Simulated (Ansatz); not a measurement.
# CCSD/STO-3G run of HNO2 (SMILES O=NO)

What is the vertical singlet–triplet gap of HNO2 at CCSD/STO-3G? 

The calculation is run with Ansatz 0.2.0.

61 further runs of the same task are left out: 1 that didn't finish, 60 set aside as unsound or not needed.

## Step 1: The system as given

HNO2 has 4 atoms, charge 0, and is taken as a singlet. As SMILES, `O=NO`. The shape is that of a PBE0-D4/def2-TZVP optimisation.

Bond lengths: O1–N2 1.162 Å, N2–O3 1.397 Å, O3–H4 0.967 Å. Angles: O1–N2–O3 111.2°, N2–O3–H4 102.9°.

## Step 2: A single-point energy at CCSD/STO-3G

The input, job.yaml:

```yaml
crystal:
  periodic: [false, false, false]
  atoms:
    - {symbol: O, position_ang: [0.413650, 0.047230, 1.437260]}
    - {symbol: N, position_ang: [0.320150, -0.419400, 0.377370]}
    - {symbol: O, position_ang: [-0.362650, 0.434660, -0.492650]}
    - {symbol: H, position_ang: [-0.371140, -0.062490, -1.321980]}
basis:
  gaussian: {orbitals: STO-3G}
scf: {omitted_lower_state_checks: [cluster_reference, increment]}
accuracy: high
correlation: {method: ccsd, frozen_orbitals: {H: 0, "N": 1, O: 1}}
```

Launch:

```bash
$ ansatz run job.yaml --threads 1 --pin off --max-ram 3480MiB --events-out events.jsonl --progress --plain --runs-dir runs
```

What it wrote:

```text
Warning: RAYON_NUM_THREADS=1 ignored (pool sized by the plan → 1); use --threads N
Functional definition: HF
  name "HF"
  exchange = exact_x
  correlation = 0
these checks for a lower state are left out or cut short: cluster_reference, increment
275 factors; integrals over basis functions are off by at most 2.3e-8 eV
mean field evaluation 1: about -5491.5900 eV, gradient 2.7e1 eV
mean field evaluation 2: about -5491.7487 eV, gradient 2.7e1 eV
mean field evaluation 4: about -5494.0478 eV, gradient 2.4e0 eV
mean field evaluation 8: about -5494.1180 eV, gradient 2.5e-2 eV
mean field -5494.11499291 eV, -201.9050019446 hartree, gradient 2.8e-8 eV, S^2 0.000000; 0 other end points of the search recorded, 0 dependent functions left out; unrestricted orbitals would lower it
3 core orbitals not correlated: weight in the atoms' cores, before any rotation towards them, 1.000 or more for the frozen orbitals, at most 0.000 for the correlated occupied ones
reference -5494.11499291 eV, -201.9050019446 hartree; 9, 9 occupied and 4, 4 virtual orbitals, 275 factors
second order -4.29244984 eV of doubles, -0.00000000 eV of singles
cycle   1  -4.68711919 eV  change   -3.9e-1 eV  update   8.7e-2
cycle   2  -4.94773453 eV  change   -2.6e-1 eV  update   3.2e-2
cycle   3  -5.04038105 eV  change   -9.3e-2 eV  update   1.9e-2
cycle   4  -5.04708516 eV  change   -6.7e-3 eV  update   5.5e-3
cycle   5  -5.04671010 eV  change    3.8e-4 eV  update   2.8e-3
cycle   6  -5.04486087 eV  change    1.8e-3 eV  update   1.2e-3
cycle   7  -5.04470907 eV  change    1.5e-4 eV  update   3.9e-4
cycle   8  -5.04484253 eV  change   -1.3e-4 eV  update   1.2e-4
cycle   9  -5.04489980 eV  change   -5.7e-5 eV  update   6.2e-5
cycle  10  -5.04488630 eV  change    1.3e-5 eV  update   2.8e-5
cycle  11  -5.04488981 eV  change   -3.5e-6 eV  update   1.0e-5
cycle  12  -5.04489354 eV  change   -3.7e-6 eV  update   3.6e-6
cycle  13  -5.04489756 eV  change   -4.0e-6 eV  update   1.3e-6
cycle  14  -5.04489736 eV  change    2.0e-7 eV  update   3.6e-7
cycle  15  -5.04489725 eV  change    1.2e-7 eV  update   1.4e-7
cycle  16  -5.04489706 eV  change    1.9e-7 eV  update   5.7e-8
cycle  17  -5.04489696 eV  change    9.5e-8 eV  update   3.2e-8
cycle  18  -5.04489730 eV  change   -3.4e-7 eV  update   9.8e-8
cycle  19  -5.04489731 eV  change   -1.4e-8 eV  update   4.6e-8
cycle  20  -5.04489735 eV  change   -4.0e-8 eV  update   1.5e-8
cycle  21  -5.04489735 eV  change    5.5e-9 eV  update   5.8e-9
cycle  22  -5.04489734 eV  change    9.5e-9 eV  update   2.5e-9
cycle  23  -5.04489733 eV  change    2.8e-9 eV  update  7.2e-10
cycle  24  -5.04489733 eV  change   2.8e-10 eV  update  2.1e-10
Total energy: -5499.15989024 eV, -202.0903985020 hartree
Checks for a lower state left out: cluster_reference, increment
```

It took 0.16 s on 1 thread of Intel Xeon 6975P-C (Granite Rapids), shared host.

## Step 3: The triplet

The input, in.yaml:

```yaml
crystal:
  periodic: [false, false, false]
  atoms:
    - {symbol: O, position_ang: [0.413650, 0.047230, 1.437260]}
    - {symbol: "N", position_ang: [0.320150, -0.419400, 0.377370]}
    - {symbol: O, position_ang: [-0.362650, 0.434660, -0.492650]}
    - {symbol: H, position_ang: [-0.371140, -0.062490, -1.321980]}
basis:
  gaussian:
    orbitals: STO-3G
magnetization:
  spin_polarized: true
  initial_magnetization: 2
correlation:
  method: ccsd
  frozen_orbitals: {H: 0, "N": 1, O: 1}
accuracy: high
scf:
  omitted_lower_state_checks: [cluster_reference, increment]
```

Launch:

```bash
$ ansatz run in.yaml --threads 1 --pin off --max-ram 3480MiB --events-out events.jsonl --progress --plain --runs-dir runs
```

What it wrote:

```text
Warning: RAYON_NUM_THREADS=1 ignored (pool sized by the plan → 1); use --threads N
[... 4 set-up lines as earlier in the session ...]
these checks for a lower state are left out or cut short: cluster_reference, increment
275 factors; integrals over basis functions are off by at most 2.3e-8 eV
mean field evaluation 1: about -5491.5062 eV, gradient 1.2e1 eV
mean field evaluation 2: about -5491.7027 eV, gradient 1.3e1 eV
mean field evaluation 4: about -5492.9797 eV, gradient 2.0e0 eV
mean field evaluation 8: about -5493.1492 eV, gradient 1.6e-1 eV
mean field evaluation 16: about -5493.1485 eV, gradient 1.5e-8 eV
mean field -5493.14851865 eV, -201.8694846704 hartree, gradient 1.5e-8 eV, S^2 2.020890; 0 other end points of the search recorded, 0 dependent functions left out
3 core orbitals not correlated: weight in the atoms' cores, before any rotation towards them, 1.000 or more for the frozen orbitals, at most 0.000 for the correlated occupied ones
reference -5493.14851865 eV, -201.8694846704 hartree; 10, 8 occupied and 3, 5 virtual orbitals, 275 factors
second order -2.75335093 eV of doubles, -0.00000000 eV of singles
cycle   1  -3.25823759 eV  change   -5.0e-1 eV  update   7.5e-2
cycle   2  -3.63103467 eV  change   -3.7e-1 eV  update   4.4e-2
cycle   3  -3.71604243 eV  change   -8.5e-2 eV  update   2.1e-2
cycle   4  -3.72423368 eV  change   -8.2e-3 eV  update   9.9e-3
cycle   5  -3.73293356 eV  change   -8.7e-3 eV  update   4.2e-3
cycle   6  -3.73228562 eV  change    6.5e-4 eV  update   1.3e-3
cycle   7  -3.73268649 eV  change   -4.0e-4 eV  update   4.6e-4
cycle   8  -3.73305746 eV  change   -3.7e-4 eV  update   1.8e-4
cycle   9  -3.73291403 eV  change    1.4e-4 eV  update   6.3e-5
cycle  10  -3.73292513 eV  change   -1.1e-5 eV  update   2.6e-5
cycle  11  -3.73291780 eV  change    7.3e-6 eV  update   1.1e-5
cycle  12  -3.73292523 eV  change   -7.4e-6 eV  update   4.5e-6
cycle  13  -3.73292399 eV  change    1.2e-6 eV  update   1.9e-6
cycle  14  -3.73292165 eV  change    2.3e-6 eV  update   6.8e-7
cycle  15  -3.73292124 eV  change    4.0e-7 eV  update   1.8e-7
cycle  16  -3.73292130 eV  change   -5.9e-8 eV  update   7.4e-8
cycle  17  -3.73292133 eV  change   -2.9e-8 eV  update   3.4e-8
cycle  18  -3.73292134 eV  change   -1.0e-8 eV  update   6.3e-8
cycle  19  -3.73292135 eV  change   -5.0e-9 eV  update   2.8e-8
cycle  20  -3.73292135 eV  change   -1.9e-9 eV  update   9.3e-9
cycle  21  -3.73292134 eV  change    4.4e-9 eV  update   3.5e-9
cycle  22  -3.73292134 eV  change    1.2e-9 eV  update   1.6e-9
Total energy: -5496.88143999 eV, -202.0066669995 hartree
Checks for a lower state left out: cluster_reference, increment
```

Wall time 0.18 s (1 thread of Intel Xeon 6975P-C (Granite Rapids), shared host).

## Step 4: Summary of results

At CCSD/STO-3G, 3 core orbitals frozen:

```
                                            quantity          value
                               singlet: total energy  -202.09040 Eh
singlet: correlation energy (3 core orbitals frozen)     -185.4 mEh
                              singlet: T1 diagnostic          0.019
                               triplet: total energy  -202.00667 Eh
triplet: correlation energy (3 core orbitals frozen)     -137.2 mEh
          triplet: ⟨S²⟩ of the reference determinant          2.021
                              triplet: T1 diagnostic          0.032
    vertical energy of the triplet above the singlet       2.278 eV
```

In words: At this shape the triplet lies 2.28 eV (53 kcal/mol) above the singlet. In a minimal basis such a difference can be off by several eV, whatever the method. The restricted solution (singlet) is unstable to spin breaking: an unrestricted one lies lower.
